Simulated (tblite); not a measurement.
Compound: C3H5ClO (charge +1 and doublet state).
Atom-mapped SMILES: `[O+:1]=[CH:2][CH2:3][CH2:4][Cl:5]` (hydrogens: H6 on C2; H7, H8 on C3; H9, H10 on C4)

Structure optimised with GFN2-xTB, isolated species. This method treats the open shell by occupation alone, without spin polarisation.

Q: List the bond lengths, angles and torsions at this level.

A: 
```
         bond  length (Å)   order
        O1=C2       1.187  double
        C2–C3       1.503  single
        C3–C4       1.524  single
       C4–Cl5       1.781  single
        C2–H6       1.108  single
 C3–H7, C3–H8       1.095  single
C4–H9, C4–H10       1.094  single
```

Bonds in one row agree within 0.01 Å and their mean is given. Orders are formal, as drawn. A selection of angles:
```
    angle  degrees
 O1–C2–C3    124.2
 O1–C2–H6    121.7
 C3–C2–H6    114.1
 C2–C3–C4    109.2
 C2–C3–H7    105.2
 C2–C3–H8    111.9
 C4–C3–H7    112.3
 H7–C3–H8    107.3
C3–C4–Cl5    110.6
 C3–C4–H9    111.9
C3–C4–H10    109.8
Cl5–C4–H9    108.0
H9–C4–H10    109.4
```

Torsions: O1–C2–C3–C4 22° (synperiplanar); C2–C3–C4–Cl5 -42° (synclinal). The mirror-image conformer, all signs reversed, is as good.

Of the pairs four or more bonds apart, O1···Cl5 is among the closest relative to their van der Waals radii: 2.42 Å, 74 % of the sum of Bondi's values. The C–C distances run from 1.503 Å (C2–C3, drawn single) to 1.524 Å (C3–C4, drawn single), a spread of 0.021 Å. C2 (carbon bonded to C, O and H) is planar (angles 124.2°, 121.7° and 114.1°, sum 360.0°, 0.01 Å off the plane of its three neighbours).

Point group: C1 (no symmetry element, even within 0.4 Å). Its GFN2-xTB frequencies are all real (lowest 156 cm⁻¹). 3 starts were optimised and ended at 0.00, 4.85 and 7.16 kcal/mol (GFN2-xTB); the lowest of these is shown.

These are computed values.
